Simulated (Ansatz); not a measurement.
Reaction (SMILES): N#N (N2) + 3 [H][H] (H2) → 2 N (NH3)
B3LYP-D3(BJ)/def2-TZVP geometries, fixed; electronic energies without zero-point terms.
Largest species:
```
N
H 1 1.0136
H 1 1.0136 2 107.33
H 1 1.0136 2 107.33 3 -115.09
```

Basis-set convergence of the energy of full hydrogenation at wB97M-V with Ansatz (a program for electronic structure). Cartesian d functions, on some or all atoms, in 6-31G*, 6-31+G*; all else is spherical. The program fits the integrals of some runs and decomposes those of others, by size. The functional holds VV10 correlation; no added dispersion term, no relativity. Functions are those of the species that has most. Reference: the value in pcseg-4, -43.26 kcal/mol, itself unsure by roughly 0.10 kcal/mol (its mean distance from aug-pcseg-3, aug-cc-pVQZ, cc-pV5Z). Deviations are taken from unrounded values.

| basis | functions | energy of full hydrogenation (kcal/mol) |
|---|---|---|
| cc-pVDZ | 29 | -39.33 |
| aug-cc-pVDZ | 50 | -52.37 |
| def2-SVP | 29 | -42.34 |
| def2-SVPD | 44 | -56.88 |
| pcseg-1 | 29 | -39.67 |
| aug-pcseg-1 | 50 | -47.33 |
| 6-31G* | 30 | -31.74 |
| 6-31+G* | 38 | -39.60 |
| 6-311G** | 36 | -38.20 |
| 6-311+G** | 44 | -44.09 |
| def2-TZVP | 62 | -38.99 |
| def2-TZVPD | 74 | -41.06 |
| cc-pVTZ | 72 | -39.83 |
| aug-cc-pVTZ | 115 | -43.41 |
| pcseg-2 | 72 | -43.99 |
| aug-pcseg-2 | 115 | -44.78 |
| def2-TZVPP | 73 | -41.93 |
| def2-TZVPPD | 88 | -43.59 |
| cc-pVQZ | 145 | -41.71 |
| aug-cc-pVQZ | 218 | -43.20 |
| def2-QZVPP | 147 | -42.92 |
| def2-QZVPPD | 162 | -43.01 |
| pcseg-3 | 159 | -43.41 |
| aug-pcseg-3 | 232 | -43.25 |

What the diffuse functions change, pair by pair:
- cc-pVDZ to aug-cc-pVDZ: 21 more functions, deviation 3.93 to -9.11 kcal/mol
- def2-SVP to def2-SVPD: 15 more functions, deviation 0.92 to -13.62 kcal/mol
- pcseg-1 to aug-pcseg-1: 21 more functions, deviation 3.59 to -4.07 kcal/mol
- 6-31G* to 6-31+G*: 8 more functions, deviation 11.52 to 3.66 kcal/mol
- 6-311G** to 6-311+G**: 8 more functions, deviation 5.06 to -0.83 kcal/mol
- def2-TZVP to def2-TZVPD: 12 more functions, deviation 4.27 to 2.20 kcal/mol
- cc-pVTZ to aug-cc-pVTZ: 43 more functions, deviation 3.43 to -0.16 kcal/mol
- pcseg-2 to aug-pcseg-2: 43 more functions, deviation -0.73 to -1.52 kcal/mol
- def2-TZVPP to def2-TZVPPD: 15 more functions, deviation 1.33 to -0.33 kcal/mol
- cc-pVQZ to aug-cc-pVQZ: 73 more functions, deviation 1.55 to 0.06 kcal/mol
- def2-QZVPP to def2-QZVPPD: 15 more functions, deviation 0.34 to 0.25 kcal/mol
- pcseg-3 to aug-pcseg-3: 73 more functions, deviation -0.15 to 0.01 kcal/mol

They bring the value nearer the reference by more than 0.10 kcal/mol in 7 of 12 pairs.
